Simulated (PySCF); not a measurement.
# Functional benchmark on one molecule

Molecule: SMILES N#Cc1ccccc1, C$_{7}$H$_{5}$N.

Molfile (atoms numbered from 1):
```
C7H5N
     RDKit          3D

 13 13  0  0  0  0  0  0  0  0999 V2000
    3.5755    0.6780   -0.0188 N   0  0  0  0  0  0  0  0  0  0  0  0
    2.4337    0.4771   -0.0318 C   0  0  0  0  0  0  0  0  0  0  0  0
    1.0230    0.2278   -0.0484 C   0  0  0  0  0  0  0  0  0  0  0  0
    0.1222    1.3000    0.0392 C   0  0  0  0  0  0  0  0  0  0  0  0
   -1.2462    1.0523    0.0228 C   0  0  0  0  0  0  0  0  0  0  0  0
   -1.7209   -0.2553   -0.0800 C   0  0  0  0  0  0  0  0  0  0  0  0
   -0.8260   -1.3217   -0.1672 C   0  0  0  0  0  0  0  0  0  0  0  0
    0.5447   -1.0872   -0.1519 C   0  0  0  0  0  0  0  0  0  0  0  0
    0.5041    2.3192    0.1199 H   0  0  0  0  0  0  0  0  0  0  0  0
   -1.9476    1.8866    0.0913 H   0  0  0  0  0  0  0  0  0  0  0  0
   -2.7967   -0.4448   -0.0924 H   0  0  0  0  0  0  0  0  0  0  0  0
   -1.1986   -2.3451   -0.2482 H   0  0  0  0  0  0  0  0  0  0  0  0
    1.2535   -1.9144   -0.2198 H   0  0  0  0  0  0  0  0  0  0  0  0
  1  2  3  0
  2  3  1  0
  3  4  2  0
  4  5  1  0
  5  6  2  0
  6  7  1  0
  7  8  2  0
  8  3  1  0
  4  9  1  0
  5 10  1  0
  6 11  1  0
  7 12  1  0
  8 13  1  0
M  END
```

Geometry PBE0-D3(BJ)/def2-SVP throughout; GIAO in PySCF 2.14.0 with density-fitted response routines, gas phase, one conformer, non-relativistic; equivalent atoms averaged; basis pcSseg-1.

Reference values (estimated from measurements, as parent shift plus tabulated substituent increments; solution, not stated per compound (mostly CDCl3 or CCl4); Pretsch, Buehlmann, Badertscher, Structure Determination of Organic Compounds, 4th ed. (2009)): δ(C4/C8) = 132.0 ppm, δ(C5/C7) = 129.2 ppm, δ(C6) = 132.8 ppm, δ(H9/H13) = 7.66 ppm, δ(H10/H12) = 7.48 ppm, δ(H11) = 7.62 ppm. Computed shifts are taken against TMS, calculated as an isolated molecule at each level.

Q: How do the functionals HF, PBE, BLYP, BP86, PBE0, CAM-B3LYP, wB97X-D, LC-wPBE perform against the reference? Times are CPU seconds on shared hosts with different chips, so compare them loosely; the GGAs took longer than the global hybrids here, which isn't the general rule, and the cause wasn't traced.

A: 
```tsv
functional	kind	C4/C8	C5/C7	C6	H9/H13	H10/H12	H11	mean abs. error C	mean abs. error H	core-s
HF	Hartree–Fock	143.5	134.7	141.8	7.99	7.61	7.82	8.7	0.22	9.3
PBE	GGA	136.6	132.2	134.5	7.60	7.45	7.50	3.1	0.07	27
BLYP	GGA	137.4	132.8	135.1	7.48	7.31	7.37	3.8	0.20	19
BP86	GGA	136.5	132.2	134.4	7.60	7.44	7.49	3.0	0.08	26
PBE0	global hybrid	139.5	134.3	137.5	7.77	7.58	7.65	5.8	0.08	15
CAM-B3LYP	range-separated hybrid	143.4	137.6	141.5	7.74	7.52	7.62	9.5	0.04	22
wB97X-D	range-separated hybrid	140.9	135.2	139.0	7.79	7.58	7.67	7.0	0.09	21
LC-wPBE	range-separated hybrid	145.5	139.4	143.8	7.94	7.72	7.83	11.6	0.24	34
```

For ¹³C the closest is BP86 (3.0 ppm, with PBE practically level) and the furthest LC-wPBE (11.6 ppm).

For ¹H the closest is CAM-B3LYP (0.04 ppm) and the furthest LC-wPBE (0.24 ppm). One molecule is a small sample, and vibrational and solvent effects are absent from the calculation.
